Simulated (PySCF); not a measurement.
## Computed NMR parameters against published values

Atom-mapped SMILES (the numbers label the heavy atoms): `[CH3:1][CH2:2][C:3]([CH3:4])=[O:5]`; H(Xn) means a hydrogen on atom n.

[PySCF 2.14.0 with density-fitted response routines: NMR shieldings at PBE0/pcSseg-1/GIAO; J: B3LYP/pcJ-1 (without the spin–dipole term); coordinates at the PBE0-D3(BJ)/def2-SVP level; isolated molecule; one conformer; no relativistic terms; averaged over atoms made equivalent by symmetry, fast rotation or ring inversion]

Reference values: measured (solution, C6D6, 298 K; Fulmer et al., Organometallics 2010, 29, 2176).
| atoms | quantity | reference | computed | computed, scaled |
| --- | --- | --- | --- | --- |
| C3 | δ 13C | 206.6 | 209.9 | 203.2 |
| C2 | δ 13C | 36.4 | 37.5 | 35.8 |
| C4 | δ 13C | 28.6 | 30.8 | 29.2 |
| C1 | δ 13C | 7.9 | 8.8 | 7.8 |

Reference values: measured (solution, CD3CN, 298 K; Fulmer et al., Organometallics 2010, 29, 2176).
```
atoms  quantity  reference  computed  computed, scaled
   C3     δ 13C      209.9     209.9             203.2
   C2     δ 13C       37.1      37.5              35.8
   C4     δ 13C       29.6      30.8              29.2
   C1     δ 13C        8.1       8.8               7.8
H(C2)      δ 1H       2.43      2.18              2.28
H(C4)      δ 1H       2.06      2.07              2.18
H(C1)      δ 1H       0.96      0.97              1.14
```

Computed shifts are σ(ref) − σ with the named reference compound (TMS for H and C) calculated as an isolated molecule at the same level. The measured values may be among those fitted. Expected solution values come from regression of measured δ (H and C: mostly CDCl3, vs TMS) on computed σ: 1H: δ = 29.85 − 0.948σ (rms 0.21 ppm, 133 shifts); 13C: δ = 178.46 − 0.972σ (rms 2.0 ppm, 209 shifts, 2.2 ppm with the 3 outliers that the fit left out). A few per cent of atoms miss by over 2 rms, more outside the fitted compound classes.

Coupling constants in Hz (some tables give magnitudes without signs):
```tsv
coupling	reference	computed	source
3J(H(C2),H(C1))	7.4	8.1	measured; liquid or solution (compiled); DeVience et al., arXiv:2103.01289 (literature column, mostly SDBS)
2J(C4,C2)	15.2	17.4	measured; liquid or solution; F. J. Weigert, PhD thesis, Caltech 1968 (Carbon-13 magnetic resonance spectroscopy)
```

(1) How far are the unscaled 13C shifts from the references?

(2) How far are the unscaled 1H shifts from the references?

Answers

(1) Mean signed difference +1.23 ppm, mean absolute 1.23 ppm over 8 comparisons; the largest is +3.3 ppm at C3 (ketone carbonyl carbon).

(2) Mean signed difference -0.08 ppm, mean absolute 0.09 ppm over 3 comparisons; the largest is -0.25 ppm at H(C2) (hydrogen on an sp3 CH2 α to a carbonyl).

13 of the 90 published NMR values on file for this molecule are compared. The rest: values from further sources, protons in aromatic solvents.

Unscaled 3J(H,H) at this level run about 9 % above measured values.
